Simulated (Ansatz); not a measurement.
## Antifluorite Mg2Sn

Computed with CAM-B3LYP (PAW; Ansatz, a first-principles code).

Run with plane-wave cutoff 460 eV, 6×6×6 k mesh, Fermi–Dirac smearing 0.01 eV, scalar-relativistic PAW data made under PBE.

Cell: measured lattice: a = b = c = 6.7665 Å, α = β = γ = 90.00°.

```
Quantity                                                           Value
-------------------------------------------  ---------------------------
band gap                                     2.22 eV (on the SCF k mesh)
smallest direct gap on the k points sampled                      4.30 eV
Γ–Γ gap                                                          4.33 eV
```

Measured, for comparison: band gap 0.36 eV (temperature not stated, no zero-point or thermal correction, indirect, Γ–X; as tabulated in Ryu et al. (2019), arXiv:1905.06140).

Note: cell and atoms aren't relaxed at this level (pressure -1.1 GPa).

Spin–orbit coupling is not included.

Computed values are for the static lattice.

Computing time: about 50 core-seconds (a rough figure).
